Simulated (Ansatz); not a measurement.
# CHClF2O: single points with varied inputs

How do the results and run time of CHClF2O respond when the settings are drawn wide?

Program: Ansatz 0.2.0, Gaussian basis. Level of theory: the settings change from run to run. These are calculated values, not measurements.

**1. The molecule**

An earlier PBE0-D4 in a triple-zeta def2 set relaxation fixed the geometry.

SMILES `OC(F)(F)Cl`, 6 atoms, charge 0, spin multiplicity 1.

Atoms are counted from 1 here; the program's logs count them from 0.

Bond lengths: O1–C2 1.342 Å, O1–H6 0.967 Å, C2–F3 1.344 Å, C2–F4 1.344 Å, C2–Cl5 1.755 Å. Angles: C2–O1–H6 108.3°, O1–C2–F3 111.6°, O1–C2–F4 111.6°, O1–C2–Cl5 109.0°, F3–C2–F4 105.8°, F3–C2–Cl5 109.4°, F4–C2–Cl5 109.4°.

Coordinates:

```xyz
6

O     0.1087    0.3307    1.0413
C     0.0255    0.0144   -0.2606
F    -1.2345   -0.2904   -0.6154
F     0.7611   -1.0715   -0.5536
Cl    0.5881    1.3757   -1.2157
H    -0.2068   -0.4229    1.5578
```

**2. PBE/def2-SVPD**

This run has charge +1, multiplicity 2, atoms shaken by 0.08 Å, D3(BJ) with three-body dispersion.

The input, in.yaml:

```yaml
crystal:
  periodic: [false, false, false]
  atoms:
    - {symbol: O, position_ang: [0.173535, 0.362986, 1.012263]}
    - {symbol: C, position_ang: [-0.124429, -0.053079, -0.301319]}
    - {symbol: F, position_ang: [-1.306319, -0.236675, -0.773789]}
    - {symbol: F, position_ang: [0.709866, -1.241907, -0.539253]}
    - {symbol: Cl, position_ang: [0.571477, 1.477790, -1.173837]}
    - {symbol: H, position_ang: [-0.126372, -0.495837, 1.585020]}
basis:
  gaussian: {orbitals: def2-SVPD}
total_charge: 1
magnetization: {spin_polarized: true, initial_magnetization: 1}
hamiltonian: {xc: {name: PBE}, dispersion: d3bjatm}
output: {forces: true}
```

Command:

```
ansatz run in.yaml --threads 2 --pin off --events-out ev --progress --plain --max-ram 4352MiB
```

What it wrote:

```text
Functional definition: PBE
  name "PBE"
  cite "Perdew, Burke & Ernzerhof, Phys. Rev. Lett. 77, 3865 (1996) doi:10.1103/PhysRevLett.77.3865"
  parent pbe
  parameter kappa = 0.804
  parameter beta = 0.06672455060314922
  exchange = pbe_x(kappa = kappa, mu = beta*pi^2/3)
  correlation = pbe_c(beta = beta)
1064 factors; their error is unknown
mean field evaluation 1: about -21007.3608 eV, gradient 6.2e1 eV
mean field evaluation 2: about -20900.9268 eV, gradient 1.6e2 eV
mean field evaluation 4: about -21018.3497 eV, gradient 2.8e1 eV
mean field evaluation 8: about -21021.4140 eV, gradient 3.2e0 eV
mean field evaluation 16: about -21021.4666 eV, gradient 1.2e-1 eV
mean field evaluation 32: about -21021.4112 eV, gradient 5.0e-5 eV
mean field evaluation 64: about -21020.9870 eV, gradient 3.6e-1 eV
mean field -21021.41117286 eV, -772.5226117784 hartree, gradient 3.1e-6 eV, S^2 0.752314; 6 other end points of the search recorded, 0 dependent functions left out
the calculation of the forces begins
reference -21021.41122564 eV, -772.5226137180 hartree; 25, 24 occupied and 99, 100 virtual orbitals, 1064 factors
Total energy: -21021.50570954 eV, -772.5260859371 hartree
Atom 0 at     0.173535     0.362986     1.012263 Å, force    -2.390661    -3.374689     0.065004 eV/Å
Atom 1 at    -0.124429    -0.053079    -0.301319 Å, force     3.466026    -0.857295    -0.013301 eV/Å
Atom 2 at    -1.306319    -0.236675    -0.773789 Å, force    -0.217653    -0.127333     0.732931 eV/Å
Atom 3 at     0.709866    -1.241907    -0.539253 Å, force    -1.938224     2.879250     0.229379 eV/Å
Atom 4 at     0.571477     1.477790    -1.173837 Å, force     0.114165    -0.641695    -0.285942 eV/Å
Atom 5 at    -0.126372    -0.495837     1.585020 Å, force     0.966346     2.121762    -0.728073 eV/Å
Dipole moment:    -0.086620     0.142702     0.356215 e Å
```

Run time: 14 s. Hardware: 2 threads of Arm Neoverse V1, shared host.

Largest force 4.136 eV/Å, ⟨S²⟩ 0.752.

**3. PBE/STO-3G**

Set apart from the defaults: atoms shaken by 0.15 Å, D3(BJ) with three-body dispersion.

The input, in.yaml:

```yaml
crystal:
  periodic: [false, false, false]
  atoms:
    - {symbol: O, position_ang: [0.031562, 0.601484, 1.023172]}
    - {symbol: C, position_ang: [-0.174597, -0.123282, -0.529661]}
    - {symbol: F, position_ang: [-1.221867, -0.053965, -0.535823]}
    - {symbol: F, position_ang: [0.882317, -1.222419, -0.668085]}
    - {symbol: Cl, position_ang: [0.516122, 1.425521, -0.959772]}
    - {symbol: H, position_ang: [-0.122534, -0.327164, 1.390006]}
basis:
  gaussian: {orbitals: STO-3G}
hamiltonian: {xc: {name: PBE}, dispersion: d3bjatm}
```

Launched as before.

What it wrote:

```text
Functional definition: PBE
  name "PBE"
  cite "Perdew, Burke & Ernzerhof, Phys. Rev. Lett. 77, 3865 (1996) doi:10.1103/PhysRevLett.77.3865"
  parent pbe
  parameter kappa = 0.804
  parameter beta = 0.06672455060314922
  exchange = pbe_x(kappa = kappa, mu = beta*pi^2/3)
  correlation = pbe_c(beta = beta)
408 factors; integrals over basis functions are off by at most 3.4e-5 eV
mean field evaluation 1: about -20769.8947 eV, gradient 4.3e1 eV
mean field evaluation 2: about -20644.0857 eV, gradient 1.4e2 eV
mean field evaluation 4: about -20774.5195 eV, gradient 2.7e1 eV
mean field evaluation 8: about -20777.4195 eV, gradient 2.0e0 eV
mean field evaluation 16: about -20777.3748 eV, gradient 1.2e-3 eV
mean field -20777.37480273 eV, -763.5544405899 hartree, gradient 1.3e-5 eV, S^2 0.000000; 0 other end points of the search recorded, 0 dependent functions left out
reference -20777.37481584 eV, -763.5544410715 hartree; 25, 25 occupied and 5, 5 virtual orbitals, 408 factors
Total energy: -20777.47348676 eV, -763.5580671611 hartree
```

It took 0.5 s on 2 threads of Arm Neoverse V1, shared host.

**4. PBE/ANO-RCC-VTZP**

Set apart from the defaults: multiplicity 3, restricted open-shell orbitals, finite nuclei.

The input, in.yaml:

```yaml
crystal:
  periodic: [false, false, false]
  atoms:
    - {symbol: O, position_ang: [0.108717, 0.330710, 1.041256]}
    - {symbol: C, position_ang: [0.025461, 0.014403, -0.260606]}
    - {symbol: F, position_ang: [-1.234487, -0.290437, -0.615378]}
    - {symbol: F, position_ang: [0.761149, -1.071462, -0.553581]}
    - {symbol: Cl, position_ang: [0.588076, 1.375689, -1.215667]}
    - {symbol: H, position_ang: [-0.206816, -0.422902, 1.557776]}
basis:
  gaussian: {orbitals: ANO-RCC-VTZP, nuclear_model: gaussian}
magnetization: {spin_polarized: false, initial_magnetization: 2}
hamiltonian: {xc: {name: PBE}}
```

Same command.

What it wrote, shortened:

```text
Functional definition: PBE
  name "PBE"
  cite "Perdew, Burke & Ernzerhof, Phys. Rev. Lett. 77, 3865 (1996) doi:10.1103/PhysRevLett.77.3865"
  parent pbe
[...]
1241 factors; their error is unknown
[...]
mean field -21086.66886570 eV, -774.9207877571 hartree, gradient 1.4e-6 eV, S^2 2.000000; 10 other end points of the search recorded, 0 dependent functions left out
reference -21086.66892810 eV, -774.9207900501 hartree; 26, 24 occupied and 142, 144 virtual orbitals, 1241 factors
Total energy: -21086.66892810 eV, -774.9207900501 hartree
Relativity: scalar
```

It took 31 s on 2 threads of Arm Neoverse V1, shared host; peak memory 0.41 GiB.

**5. HF/x2c-TZVPPall**

Changes to in.yaml since step 4:

```diff
@@ -10,4 +10,4 @@
 basis:
-  gaussian: {orbitals: ANO-RCC-VTZP, nuclear_model: gaussian}
-magnetization: {spin_polarized: false, initial_magnetization: 2}
-hamiltonian: {xc: {name: PBE}}
+  gaussian: {orbitals: x2c-TZVPPall}
+hamiltonian: {xc: {name: HF}}
+output: {forces: true}
```

Same command.

What it wrote, shortened:

```text
Functional definition: HF
  name "HF"
  cite "Fock, Z. Phys. 61, 126 (1930) doi:10.1007/BF01340294"
  parent pbe
[...]
1219 factors; their error is unknown
[...]
mean field -21047.87413760 eV, -773.4951077954 hartree, gradient 1.8e-5 eV, S^2 0.000000; 0 other end points of the search recorded, 0 dependent functions left out
[...]
reference -21047.87413760 eV, -773.4951077954 hartree; 25, 25 occupied and 155, 155 virtual orbitals, 1219 factors
Total energy: -21047.87413760 eV, -773.4951077954 hartree
Relativity: scalar
Atom 0 at     0.108717     0.330710     1.041256 Å, force    -0.521622    -1.328907    -0.166169 eV/Å
Atom 1 at     0.025461     0.014403    -0.260606 Å, force    -0.215633    -0.565954    -0.178084 eV/Å
Atom 2 at    -1.234487    -0.290437    -0.615378 Å, force     1.207075     0.240073     0.405016 eV/Å
Atom 3 at     0.761149    -1.071462    -0.553581 Å, force    -0.744194     1.003134     0.345709 eV/Å
Atom 4 at     0.588076     1.375689    -1.215667 Å, force    -0.106796    -0.264741     0.102163 eV/Å
Atom 5 at    -0.206816    -0.422902     1.557776 Å, force     0.381170     0.916395    -0.508634 eV/Å
Dipole moment:    -0.069363    -0.148811     0.303524 e Å
```

Run time: 3.2 s. Hardware: 2 threads of Arm Neoverse V1, shared host; peak memory 0.4 GiB.

Largest force 1.437 eV/Å, dipole 1.66 D.

**6. B97/6-31++G****

Set apart from the defaults: a point charge of 1.00 e beside it, high accuracy.

Changes to in.yaml since step 5:

```diff
@@ -10,4 +10,4 @@
 basis:
-  gaussian: {orbitals: x2c-TZVPPall}
-hamiltonian: {xc: {name: HF}}
-output: {forces: true}
+  gaussian: {orbitals: "6-31++G**", point_charges: [{charge: 1.00, position_ang: [3.302, -0.584, -0.096]}]}
+hamiltonian: {xc: {name: B97}}
+accuracy: high
```

Launched as before.

What it wrote, shortened:

```text
Functional definition: B97
  name "B97"
  cite "Becke, J. Chem. Phys. 107, 8554 (1997) doi:10.1063/1.475007"
[...]
      + integral(e_c_pw_opposite_spin*poly(b97_u_opposite, cos0, cos1, cos2))
2157 factors; integrals over basis functions are off by at most 3.9e-9 eV
[...]
mean field -21052.57810718 eV, -773.6679754889 hartree, gradient 5.4e-8 eV, S^2 0.000000; 0 other end points of the search recorded, 0 dependent functions left out
reference -21052.57811049 eV, -773.6679756105 hartree; 25, 25 occupied and 80, 80 virtual orbitals, 2157 factors
Total energy: -21052.57811049 eV, -773.6679756105 hartree
```

Run time: 17 s. Hardware: 2 threads of Arm Neoverse V1, shared host; peak memory 0.57 GiB.

**7. r2SCAN50/def2-SVPD**

Set apart from the defaults: D3(BJ) with three-body dispersion.

Changes to in.yaml since step 6:

```diff
@@ -10,4 +10,3 @@
 basis:
-  gaussian: {orbitals: "6-31++G**", point_charges: [{charge: 1.00, position_ang: [3.302, -0.584, -0.096]}]}
-hamiltonian: {xc: {name: B97}}
-accuracy: high
+  gaussian: {orbitals: def2-SVPD}
+hamiltonian: {xc: {name: r2SCAN50}, dispersion: d3bjatm}
```

The command is unchanged.

What it wrote, shortened:

```text
Functional definition: r2SCAN50
  name "r2SCAN50"
  cite "Bursch, Neugebauer, Ehlert & Grimme, J. Chem. Phys. 156, 134105 (2022) doi:10.1063/5.0086040"
  cite "Furness, Kaplan, Ning, Perdew & Sun, J. Phys. Chem. Lett. 11, 8208 (2020) doi:10.1021/acs.jpclett.0c02405"
  cite "Furness, Kaplan, Ning, Perdew & Sun, J. Phys. Chem. Lett. 11, 9248 (2020) doi:10.1021/acs.jpclett.0c03077"
  parent r2scan
[...]
1139 factors; their error is unknown
[...]
mean field -21039.94568357 eV, -773.2037424839 hartree, gradient 2.0e-5 eV, S^2 0.000000; 0 other end points of the search recorded, 0 dependent functions left out
reference -21039.94569297 eV, -773.2037428292 hartree; 25, 25 occupied and 99, 99 virtual orbitals, 1139 factors
Total energy: -21039.97669948 eV, -773.2048822976 hartree
```

Wall time 4.3 s (2 threads of Arm Neoverse V1, shared host).

**8. BLYP/aug-cc-pVTZ**

Options: coordinates scaled by 0.96, D3(BJ) dispersion.

The input, in.yaml:

```yaml
crystal:
  periodic: [false, false, false]
  atoms:
    - {symbol: O, position_ang: [0.104369, 0.317482, 0.999606]}
    - {symbol: C, position_ang: [0.024442, 0.013827, -0.250182]}
    - {symbol: F, position_ang: [-1.185107, -0.278820, -0.590763]}
    - {symbol: F, position_ang: [0.730703, -1.028604, -0.531438]}
    - {symbol: Cl, position_ang: [0.564553, 1.320661, -1.167040]}
    - {symbol: H, position_ang: [-0.198543, -0.405985, 1.495465]}
basis:
  gaussian: {orbitals: aug-cc-pVTZ}
hamiltonian: {xc: {name: BLYP}, dispersion: d3bj}
output: {forces: true}
```

The command is unchanged.

What it wrote, shortened:

```text
Functional definition: BLYP
  name "BLYP"
  cite "Becke, Phys. Rev. A 38, 3098 (1988) doi:10.1103/PhysRevA.38.3098"
  cite "Lee, Yang & Parr, Phys. Rev. B 37, 785 (1988) doi:10.1103/PhysRevB.37.785"
[...]
1236 factors; their error is unknown
[...]
mean field -21059.00438388 eV, -773.9041368018 hartree, gradient 6.5e-5 eV, S^2 0.000000; 0 other end points of the search recorded, 0 dependent functions left out
[...]
reference -21059.00472247 eV, -773.9041492445 hartree; 25, 25 occupied and 232, 232 virtual orbitals, 1236 factors
Total energy: -21059.21722765 eV, -773.9119586662 hartree
Atom 0 at     0.104369     0.317482     0.999606 Å, force     1.052607     2.911339     3.120407 eV/Å
Atom 1 at     0.024442     0.013827    -0.250182 Å, force     0.408877     0.999816    -0.547330 eV/Å
Atom 2 at    -1.185107    -0.278820    -0.590763 Å, force    -4.519167    -1.024689    -1.238451 eV/Å
Atom 3 at     0.730703    -1.028604    -0.531438 Å, force     2.683488    -3.844325    -1.014538 eV/Å
Atom 4 at     0.564553     1.320661    -1.167040 Å, force     1.205868     2.917579    -2.043915 eV/Å
Atom 5 at    -0.198543    -0.405985     1.495465 Å, force    -0.831672    -1.959719     1.723827 eV/Å
Dipole moment:    -0.080097    -0.178766     0.277212 e Å
```

Wall time 6 s (2 threads of Arm Neoverse V1, shared host).

Largest force 4.797 eV/Å, dipole 1.63 D.

**9. SPW92/6-31++G****

The input, in.yaml:

```yaml
crystal:
  periodic: [false, false, false]
  atoms:
    - {symbol: O, position_ang: [0.108717, 0.330710, 1.041256]}
    - {symbol: C, position_ang: [0.025461, 0.014403, -0.260606]}
    - {symbol: F, position_ang: [-1.234487, -0.290437, -0.615378]}
    - {symbol: F, position_ang: [0.761149, -1.071462, -0.553581]}
    - {symbol: Cl, position_ang: [0.588076, 1.375689, -1.215667]}
    - {symbol: H, position_ang: [-0.206816, -0.422902, 1.557776]}
basis:
  gaussian: {orbitals: "6-31++G**"}
hamiltonian: {xc: {name: SPW92}}
```

The command is unchanged.

What it wrote:

```text
Functional definition: SPW92
  name "SPW92"
  cite "Dirac, Proc. Camb. Phil. Soc. 26, 376 (1930) doi:10.1017/S0305004100016108"
  cite "Slater, Phys. Rev. 81, 385 (1951) doi:10.1103/PhysRev.81.385"
  cite "Perdew & Wang, Phys. Rev. B 45, 13244 (1992) doi:10.1103/PhysRevB.45.13244"
  exchange = slater_x
  correlation = pw_c
956 factors; their error is unknown
mean field evaluation 1: about -20953.3634 eV, gradient 5.5e1 eV
mean field evaluation 2: about -20939.6073 eV, gradient 1.0e2 eV
mean field evaluation 4: about -20958.2050 eV, gradient 5.6e0 eV
mean field evaluation 8: about -20958.2499 eV, gradient 2.4e-1 eV
mean field evaluation 16: about -20958.2068 eV, gradient 2.8e-4 eV
mean field -20958.20682705 eV, -770.1998949111 hartree, gradient 2.4e-5 eV, S^2 0.000000; 0 other end points of the search recorded, 0 dependent functions left out
reference -20958.20687867 eV, -770.1998968084 hartree; 25, 25 occupied and 80, 80 virtual orbitals, 956 factors
Total energy: -20958.20687867 eV, -770.1998968084 hartree
```

Run time: 0.95 s. Hardware: 2 threads of Arm Neoverse V1, shared host.

**10. SVWN5/def2-mTZVP**

Options: density fitting with cc-pVTZ-jkfit, high accuracy.

Changes to in.yaml since step 9:

```diff
@@ -10,3 +10,5 @@
 basis:
-  gaussian: {orbitals: "6-31++G**"}
-hamiltonian: {xc: {name: SPW92}}
+  gaussian: {orbitals: def2-mTZVP, fitting: {mean_field: cc-pVTZ-jkfit}}
+hamiltonian: {xc: {name: SVWN5}}
+accuracy: high
+output: {forces: true}
```

Launched as before.

What it wrote, shortened:

```text
Functional definition: SVWN5
  name "SVWN5"
  cite "Dirac, Proc. Camb. Phil. Soc. 26, 376 (1930) doi:10.1017/S0305004100016108"
  cite "Slater, Phys. Rev. 81, 385 (1951) doi:10.1103/PhysRev.81.385"
  cite "Vosko, Wilk & Nusair, Can. J. Phys. 58, 1200 (1980) doi:10.1139/p80-159"
[...]
467 factors; integrals over basis functions are off by at most 1.5e-1 eV
[...]
mean field -20962.40500315 eV, -770.3541750373 hartree, gradient 5.4e-8 eV, S^2 0.000000; 0 other end points of the search recorded, 0 dependent functions left out
[...]
reference -20962.40500559 eV, -770.3541751271 hartree; 25, 25 occupied and 81, 81 virtual orbitals, 467 factors
Total energy: -20962.40500559 eV, -770.3541751271 hartree
Atom 0 at     0.108717     0.330710     1.041256 Å, force     0.267314     0.633495    -0.522750 eV/Å
Atom 1 at     0.025461     0.014403    -0.260606 Å, force    -0.005544     0.017071     0.393272 eV/Å
Atom 2 at    -1.234487    -0.290437    -0.615378 Å, force    -0.257565    -0.067209    -0.092629 eV/Å
Atom 3 at     0.761149    -1.071462    -0.553581 Å, force     0.147919    -0.225912    -0.079710 eV/Å
Atom 4 at     0.588076     1.375689    -1.215667 Å, force     0.111872     0.271658    -0.170191 eV/Å
Atom 5 at    -0.206816    -0.422902     1.557776 Å, force    -0.263996    -0.629103     0.472007 eV/Å
Dipole moment:    -0.074600    -0.162079     0.307215 e Å
```

Run time: 1.9 s. Hardware: 2 threads of Arm Neoverse V1, shared host.

Largest force 0.864 eV/Å, dipole 1.71 D.

**11. All runs side by side**

| level | charge | multiplicity | geometry | functions | energy (eV) | time |
| --- | --- | --- | --- | --- | --- | --- |
| PBE/def2-SVPD | 1 | 2 | shaken | 124 | -21021.506 | 14 s |
| PBE/STO-3G | 0 | 1 | shaken | 30 | -20777.473 | 0.5 s |
| PBE/ANO-RCC-VTZP | 0 | 3 | relaxed | 168 | -21086.669 | 31 s |
| HF/x2c-TZVPPall | 0 | 1 | relaxed | 180 | -21047.874 | 3.2 s |
| B97/6-31++G** | 0 | 1 | relaxed, point charge | 105 | -21052.578 | 17 s |
| r2SCAN50/def2-SVPD | 0 | 1 | relaxed | 124 | -21039.977 | 4.3 s |
| BLYP/aug-cc-pVTZ | 0 | 1 | scaled | 257 | -21059.217 | 6 s |
| SPW92/6-31++G** | 0 | 1 | relaxed | 105 | -20958.207 | 0.95 s |
| SVWN5/def2-mTZVP | 0 | 1 | relaxed | 106 | -20962.405 | 1.9 s |

**12. Summary of results**

```
                                         quantity                   value
                                             runs                       9
                                         quickest       PBE/STO-3G, 0.5 s
                                          slowest  PBE/ANO-RCC-VTZP, 31 s
spread of total energies, same state and geometry                 89.7 eV
                  dipole, same state and geometry          1.66 to 1.71 D
```

What this shows: PBE/ANO-RCC-VTZP took 62 times as long as PBE/STO-3G. The jobs differ in tasks and options as well as level. The totals spread over 90 eV; they can't be compared across methods or bases. Some of these runs are scalar-relativistic and others not, which shifts the totals of all-electron atoms past neon by eV; core potentials, where a basis has them, take the core out of the total altogether. At the PBE0-D4/def2-TZVP geometry and in the same state, runs without warnings or point charges leave forces up to 1.44 eV/Å (HF/x2c-TZVPPall), against 4.8 eV/Å where the atoms were moved.
